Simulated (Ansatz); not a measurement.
Cartesian coordinates in Å:
```
C -0.199 -0.931 0.965
Si -0.673 0.537 -0.102
N 0.716 1.033 -1.005
H 0.186 -1.746 0.346
H -1.067 -1.293 1.519
H 0.569 -0.658 1.693
H -1.707 0.160 -1.116
H 0.596 1.669 -1.779
H 1.579 1.228 -0.521
```

Total charge 0; spin multiplicity 2.

(1) List the CAM-B3LYP/def2-TZVPP orbital energies in eV (the Gaussian-basis code of Ansatz). (Estimate.)

Results:

(1) The calculation gave: α occupied: -1800.73, -391.06, -278.25, -145.24, -100.65, -100.55, -100.52, -25.40, -21.14, -15.88, -15.27, -12.99, -12.90, -11.86, -10.47, -10.05, -6.22. α empty: 1.53, 1.97, 3.05, 3.40, 3.81, 4.10, 4.27, 4.37. β occupied: -1800.65, -390.96, -278.22, -145.14, -100.49, -100.47, -100.40, -25.19, -21.04, -15.54, -15.20, -12.90, -12.74, -11.63, -10.23, -9.33. β empty: -0.51, 1.65, 2.09, 3.18, 3.58, 3.97, 4.21, 4.35. ⟨S²⟩ = 0.753.
